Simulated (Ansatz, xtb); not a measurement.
**C5H10: which of two isomers lies lower**

We compare I, `C/C=C/CC`, a singlet, with II, `C1CCCC1`, a singlet. Both are isolated molecules in the gas phase, relaxed with B3LYP/6-31G*; the shapes shown needn't be the lowest conformers.

I (Å):

```yaml
atoms:
  - { symbol: C, position_ang: [-2.0273, -2.2614, -1.6441] }
  - { symbol: C, position_ang: [-0.9325, -1.5596, -0.8910] }
  - { symbol: C, position_ang: [-1.0042, -1.1591, 0.3815] }
  - { symbol: C, position_ang: [0.0944, -0.4646, 1.1410] }
  - { symbol: C, position_ang: [0.5639, -1.2589, 2.3723] }
  - { symbol: H, position_ang: [-2.9119, -2.4154, -1.0164] }
  - { symbol: H, position_ang: [-1.6957, -3.2433, -2.0089] }
  - { symbol: H, position_ang: [-2.3356, -1.6873, -2.5288] }
  - { symbol: H, position_ang: [-0.0130, -1.3688, -1.4486] }
  - { symbol: H, position_ang: [-1.9223, -1.3522, 0.9424] }
  - { symbol: H, position_ang: [0.9452, -0.2805, 0.4722] }
  - { symbol: H, position_ang: [-0.2585, 0.5232, 1.4743] }
  - { symbol: H, position_ang: [-0.2673, -1.4445, 3.0635] }
  - { symbol: H, position_ang: [0.9737, -2.2315, 2.0776] }
  - { symbol: H, position_ang: [1.3398, -0.7134, 2.9219] }
```

II (Å):

```xyz
15

C    -1.2991   -0.7453   -0.5356
C    -1.8971   -1.5657    0.6245
C    -0.7129   -2.4066    1.1837
C     0.5781   -1.7942    0.5650
C     0.1344   -0.4571   -0.0621
H    -1.8742    0.1600   -0.7608
H    -1.2703   -1.3507   -1.4523
H    -2.7446   -2.1854    0.3122
H    -2.2709   -0.8834    1.3984
H    -0.8107   -3.4633    0.9118
H    -0.6898   -2.3682    2.2783
H     0.9673   -2.4545   -0.2201
H     1.3804   -1.6699    1.3004
H     0.1182    0.3328    0.7016
H     0.7994   -0.1199   -0.8653
```

Quicker runs give these differences E(II) − E(I): GFN2-xTB −23.8 kcal/mol; HF/STO-3G −42.2 kcal/mol (at GFN2-xTB geometries); r2SCAN-D4/def2-SVP −14.6 kcal/mol (at GFN2-xTB geometries).

Q: Estimate E(II) − E(I) at the level CCSD(T)/def2-SVP + ΔMP2/def2-TZVPP.

A: Calculated at CCSD(T)/def2-SVP + ΔMP2/def2-TZVPP: E(II) − E(I) = −12.5 kcal/mol, so structure II lies lower.

The same difference at several levels:

| level | geometry | E(II) − E(I) (kcal/mol) | departure from the last row (kcal/mol) | job, with rough time for the two |
| --- | --- | --- | --- | --- |
| GFN2-xTB | GFN2-xTB | −23.8 | −11.4 | optimisation, 0.11 s |
| HF/STO-3G | GFN2-xTB | −42.2 | −29.8 | single point, 0.32 s |
| r2SCAN-D4/def2-SVP | GFN2-xTB | −14.6 | −2.1 | single point, 2.7 s |
| B3LYP/6-31G* | B3LYP/6-31G* | −10.7 | +1.8 | optimisation, 28 s |
| HF/def2-SVP | B3LYP/6-31G* | −9.9 | +2.5 | part of the CCSD(T) run |
| MP2/def2-SVP | B3LYP/6-31G* | −14.8 | −2.3 | part of the CCSD(T) run |
| CCSD(T)/def2-SVP | B3LYP/6-31G* | −12.7 | −0.2 | single point |
| CCSD(T)/def2-SVP + ΔMP2/def2-TZVPP | B3LYP/6-31G* | −12.5 |  | single point, 33 s |

As drawn, II has 2 C–C in place of 1 C=C. Structure I has no ring, II a 5-membered ring.

None of the levels shown reverses the order. The largest departure from CCSD(T)/def2-SVP + ΔMP2/def2-TZVPP is that of HF/STO-3G, 29.8 kcal/mol. A small imaginary or near-zero mode remains, so no thermal terms are given. The last row adds to CCSD(T) the change of the MP2 difference between the two basis sets, here +0.2 kcal/mol.

The correlated steps freeze 5 core orbitals. Codes used: Ansatz 0.2.0, xtb 6.7.1; the last row on 2 threads of Intel(R) Xeon(R) Platinum 8488C (Sapphire Rapids) on a shared host.
